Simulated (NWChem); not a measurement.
# fluoromethane (CH3F); SMILES CF

```xyz
5

C      0.0000     0.0000    -0.6018
F      0.0000     0.0000     0.7616
H      0.7326     0.7326    -0.9796
H      0.2681    -1.0007    -0.9796
H     -1.0007     0.2681    -0.9796
```
Atoms are numbered in this order, from 1.

All runs use the structure optimised with PBE0/def2-SVP.

Give the principal values of the shielding tensors (ppm) of C1, F2 from PBE/pcSseg-1, GIAO (NWChem), with their diamagnetic and paramagnetic parts as GIAO splits them.


| atom | σ11 | σ22 | σ33 | isotropic | diamagnetic | paramagnetic |
|---|---|---|---|---|---|---|
| C1 | 71.2 | 71.2 | 177.3 | 106.5 | 245.3 | -138.8 |
| F2 | 396.9 | 476.1 | 476.1 | 449.7 | 474.3 | -24.5 |
